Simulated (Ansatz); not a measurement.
## Cohesive energy of some elemental metals

Method: r²SCAN0 in Ansatz (PAW). References are measured values corrected to a static lattice or taken at low temperature (these still hold zero-point motion). The table is a random draw of 10 from 15 solids with such references.

Values in eV/atom.

```csv
solid,reference,r²SCAN0,error (eV/atom)
bcc Rb,0.86*,0.71,-0.15
hcp Zn,1.38*,1.37,-0.01
bcc K,0.94*,0.81,-0.13
fcc Cu,3.52*,3.28,-0.24
fcc Ag,2.97*,2.58,-0.39
hcp Mg,1.51,1.65,+0.14
fcc Sr,1.73*,1.64,-0.09
hcp Be,3.32,3.75,+0.43
bcc Cs,0.81*,0.64,-0.17
fcc Al,3.43*,3.49,+0.06
```

Over these 10 solids the mean error is -0.06 eV/atom, the mean absolute error 0.18 eV/atom (median 0.14 eV/atom), and the worst case hcp Be at +0.43 eV/atom; the value is too low in 7 of 10 cases. Over all 15, from unrounded values, the mean error is -0.06 eV/atom and the mean absolute error 0.15 eV/atom (median 0.13 eV/atom).

A star marks references brought to a static lattice; the others are low-temperature values that still hold zero-point motion, which matters most for light elements.

Spin–orbit coupling is left out, also for the solids with elements from indium on (bcc Cs); its size isn't shown.

Exact exchange on metals is sensitive to the k mesh.

Differences are worked out from the printed values.

Free atoms are spin-polarised, in the lowest state found; at levels without +SOC their spin–orbit coupling is left out. Each level is taken at its own relaxed cell. Ansatz's density-functional and Hartree–Fock values are scalar-relativistic unless marked +SOC, with PAW data made under PBE.

Ansatz's runs of these crystals have no spin polarisation.

Not in this set, of the elemental metals with a reference value in our tables and a result at some level: 20 for a doubt noted on the run at r²SCAN0; 5 for the spin–orbit terms of free Br, In, Sn, Te, I and atoms past barium, a cut that leaves lighter open-shell atoms' terms in the errors; 3 for no value at r²SCAN0 (not run, a failed fit, an unstable or unbound cell, or a value held back for tests); 1 for a run that failed a test (r²SCAN0); 1 for sources at odds. These can be a level's best or worst cases. Solids without a released value at any level aren't counted. Layered and molecular crystals are counted apart. The metals Ce to Yb are counted apart.

References as tabulated in Mejia-Rodriguez and Trickey (2018), arXiv:1807.09216; Csonka et al. (2009), arXiv:0903.4037; Kittel's textbook; Jana et al. (2018), arXiv:1807.00350 and others.

Ansatz is an electronic-structure program.
